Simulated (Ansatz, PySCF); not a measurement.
This Ansatz (a program for electronic structure) input computes a B3LYP/def2-TZVPD energy:

Ansatz 0.2 input:
```yaml
crystal:
  periodic: [false, false, false]
  atoms:
    - {symbol: P, position_ang: [0.00032744, 0.00049281, 0.06308582]}
    - {symbol: H, position_ang: [-0.03026407, 1.34802484, -0.32583010]}
    - {symbol: H, position_ang: [1.18225281, -0.65296472, -0.31649250]}
    - {symbol: H, position_ang: [-1.15690038, -0.70245221, -0.30396469]}
basis:
  gaussian:
    orbitals: def2-TZVPD
hamiltonian:
  xc: {name: B3LYP}
total_charge: 1
magnetization: {spin_polarized: true, initial_magnetization: 1}
output: {forces: true}
```

Question: Write an input for the same energy in PySCF and say what it gives.

Answer: 
```python
from pyscf import gto, scf, dft

mol = gto.M(
    atom='''
    P     0.00032744    0.00049281    0.06308582
    H    -0.03026407    1.34802484   -0.32583010
    H     1.18225281   -0.65296472   -0.31649250
    H    -1.15690038   -0.70245221   -0.30396469
    ''',
    basis='def2-tzvpd',
    charge=1,
    spin=1,
    verbose=4,
)

mf = dft.UKS(mol, xc='b3lyp').density_fit(auxbasis='def2-universal-jkfit')
mf.grids.level = 3
mf.conv_tol = 1e-9
mf.max_cycle = 100
mf.max_memory = 1500
mf.kernel()
if not mf.converged:
    mf = mf.newton()
    mf.kernel(mf.make_rdm1())
for _ in range(2):
    mo, _, stable, _ = mf.stability(return_status=True)
    if stable:
        break
    mf.kernel(mf.make_rdm1(mo, mf.mo_occ))
mf.analyze()
```
It gives -342.81560 Eh, and Ansatz -342.81557 Eh, a difference of 0.03 mEh, from the treatment of integrals and grids.
